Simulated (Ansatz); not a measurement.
**Be₂H (doublet): PBE0, B3LYP over a scan of the distance Be1–H3, cc-pVDZ**

Aim: run Be₂H (doublet) with these functionals over a scan of the distance Be1–H3, and hold them against the top wave-function level at the same points.

Method: cc-pVDZ, all electrons in the functionals; program: Ansatz 0.2.0, Gaussian basis.

Plan: PBE0, B3LYP, at 1.061 Å; 1.184 Å; 1.349 Å; 1.449 Å; 1.645 Å; 1.878 Å; 2.139 Å; 2.549 Å; 3.017 Å; 3.584 Å; 4.600 Å.

16 further runs of the same task are left out: 3 for a known fault of the program, 10 that didn't finish, 3 set aside as unsound or not needed. Runs told in other sessions of the task aren't counted.

## 1. The geometry

The geometry derives from a PBE0/def2-TZVP stationary point (not a proven minimum). One bond is set to the value named and the two fragments are kept rigid.

3 atoms, charge 0, spin multiplicity 2.

Atoms are counted from 1 here; the program's logs count them from 0.

Bond lengths: Be1–H3 1.348 Å.

No dispersion term is added. B3LYP takes the VWN-RPA correlation.

The geometry shown and the zero of energy belong to the point 1.349 Å. The yardstick, FCI, and other wave-function levels (R restricted, U unrestricted, valence and pair active spaces) come from earlier runs.

## 2. PBE0, 1.061 Å

in.yaml

```yaml
crystal:
  periodic: [false, false, false]
  atoms:
    - {symbol: Be, position_ang: [0.000000, 0.000000, 0.362430]}
    - {symbol: Be, position_ang: [0.000000, 0.000000, -1.785859]}
    - {symbol: H, position_ang: [0.000000, 0.000000, 1.423430]}
basis:
  gaussian: {orbitals: cc-pVDZ}
magnetization: {spin_polarized: true, initial_magnetization: 1}
hamiltonian: {xc: {name: PBE0}}
output: {forces: true, orbitals: {seedname: orbitals}}
```

On the command line:

```sh
ansatz run in.yaml --threads 1 --pin off --events-out ev --progress --plain --max-ram 2393MiB
```

After this run come: PBE0, 1.184 Å; PBE0, 1.349 Å; PBE0, 1.449 Å; PBE0, 1.645 Å; PBE0, 1.878 Å; PBE0, 2.139 Å; PBE0, 2.549 Å; PBE0, 3.017 Å; PBE0, 3.584 Å; PBE0, 4.600 Å; B3LYP, 1.061 Å; B3LYP, 1.184 Å; B3LYP, 1.349 Å; B3LYP, 1.449 Å; B3LYP, 1.645 Å; B3LYP, 1.878 Å; B3LYP, 2.139 Å; B3LYP, 2.549 Å; B3LYP, 3.017 Å; B3LYP, 3.584 Å; B3LYP, 4.600 Å.

Q: Predict the results of all the runs planned. Wanted: span of the FCI curve; largest miss, PBE0; largest miss, B3LYP.

**Answer**, as computed:

```
             quantity                value
span of the FCI curve             3.237 eV
   largest miss, PBE0  +0.324 eV (4.600 Å)
  largest miss, B3LYP  +0.475 eV (4.600 Å)
```

What this shows: Of the functionals, PBE0 keep the smallest largest miss at the points compared (at most 0.324 eV) and B3LYP strays most (0.475 eV, at 4.600 Å). PBE0, B3LYP clearly break the spin symmetry at some points (⟨S²⟩ up to 0.62 above the pure value), so energy there is bought with a mixed spin. Functionals and the yardstick converge differently with the basis, so part of each miss in cc-pVDZ is the basis.
